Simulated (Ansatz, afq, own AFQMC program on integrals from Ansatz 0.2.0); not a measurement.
**AlHO, singlet: a scan with AFQMC**

```xyz
3

Al    0.0000    0.0000    1.4330
O     0.0000    0.0000   -0.2415
H     0.0000    0.0000   -1.1915
```

The Al1–O2 distance is changed with both sides rigid. Energies in mEh count from this geometry (1.675 Å) at the same level; the start stands on RHF, each point on the determinant named.

Basis cc-pVDZ. Only valence electrons are correlated. Integrals, coupled cluster, full CI and functionals: Ansatz 0.2.0; the random walks run on the same integrals in our own AFQMC program. ph-AFQMC/CISD is guided by a CISD state made of CCSD amplitudes; releasing the constraint for a short imaginary time cuts its bias at the price of noise, slowly where states lie close. ± is one standard error of the sampling.

Cautions, each for one point or more: CCSDT(Q) on the RHF determinant differs, so the two series follow different states; higher spins were not checked; raised T1 diagnostic; strong correlation; unrestricted determinant spin contaminated; walk and cluster series may follow different spin states.

| r(Al1–O2) / Å | det. | T1 | weight | ⟨S²⟩ | PBE0 | r2SCAN | CCSD(T) |
| --- | --- | --- | --- | --- | --- | --- | --- |
| 1.491 | RHF | 0.015 | 0.89 | pure | 32.6 | 32.6 | 34.5 |
| 1.862 | RHF | 0.023 | 0.88 | pure | 8.6 | 8.7 | 7.9 |
| 2.298 | RHF | 0.037 | 0.87 | pure | 72.4 | 72.0 | 72.3 |
| 4.545 | UHF¶ | 0.009 | 0.90 | 1.02 | 190.4§ | 189.8§ | 183.3 |

(1) Estimate the curve of CCSDT(Q), counted from the same start.

Answers

(1) 
```tsv
r(Al1–O2) / Å	det.	T1	weight	⟨S²⟩	CCSDT(Q)	ph-AFQMC/CISD	released AFQMC
1.491	RHF	0.015	0.89	pure	34.6	34.8 ± 0.6	34.3 ± 0.7
1.862	RHF	0.023	0.88	pure	7.7	8.5 ± 0.7	7.9 ± 0.9
2.298	RHF	0.037	0.87	pure	70.9	72.3 ± 1.1	68.6 ± 2.0*
4.545	UHF¶	0.009	0.90	1.02	183.8	184.7 ± 0.6	183.5 ± 1.0*
```

Weight is that of the determinant in the CISD state; at the start T1 is 0.018 and the weight 0.89. ¶ marks points with a poor determinant and no full CI, where no value is sure; they don't count among the departures. An asterisk marks released energies that aren't shown to be converged. § marks a functional whose ⟨S²⟩ is too high by over 0.1. Largest departures from CCSDT(Q), at the points where its series has closed: CCSD(T) 0.2 mEh at 1.862 (on RHF), ph-AFQMC/CISD 0.7 mEh at 1.862 (on RHF) (within the noise), released AFQMC -0.3 mEh at 1.491 (on RHF) (within the noise), PBE0 -2.0 mEh at 1.491, r2SCAN -2.0 mEh at 1.491. Functionals count only at points shown to share the start's state and spin. In this small basis the wave-function levels are far from their limit, so their gap to the functionals isn't the functionals' error.

A walk keeps the symmetry of its determinant, which the program's search chose and which needn't be the lowest solution, so a lower state of the same spin and another symmetry isn't excluded.
